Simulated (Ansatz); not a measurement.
C$_{3}$H$_{8}$N, SMILES `[CH2]N(C)C` radical, relaxed with UKS PBE0-D4/def2-TZVP in Ansatz 0.2.0 from a PBE-D4/def2-SVP geometry. The force threshold is 0.005 eV/Å; the program also tests the step.

Charge 0, multiplicity 2.

Start:

```xyz
12

C    -0.349   -1.251    0.795
N    -0.255   -0.112    0.006
C    -0.126    1.164    0.676
C     0.443   -0.225   -1.257
H    -0.864   -1.138    1.761
H    -0.431   -2.210    0.262
H     0.897    1.332    1.099
H    -0.850    1.223    1.515
H    -0.346    1.991   -0.030
H     1.556   -0.269   -1.138
H     0.123   -1.147   -1.784
H     0.203    0.643   -1.906
```

Q: By how much does the energy fall, and how many steps does the optimiser take? (Estimate.)

A: Ansatz gave: 5.26 kJ/mol, in 6 steps, 1 of them rejected.

Q: Which bonds change most? (Best estimate.)

A: Computed: C3–H7 from 1.120 to 1.101 Å; C4–H10 from 1.120 to 1.101 Å; C1–H6 from 1.100 to 1.082 Å; C1–H5 from 1.100 to 1.082 Å.

Q: Give the relaxed structure. (Best estimate.)

A: The calculation gave: 
```xyz
12

C    -0.372   -1.234    0.776
N    -0.279   -0.107   -0.005
C    -0.123    1.154    0.670
C     0.441   -0.221   -1.246
H    -0.856   -1.126    1.737
H    -0.423   -2.184    0.263
H     0.900    1.301    1.050
H    -0.811    1.205    1.515
H    -0.356    1.973   -0.015
H     1.532   -0.240   -1.096
H     0.151   -1.142   -1.754
H     0.196    0.622   -1.895
```
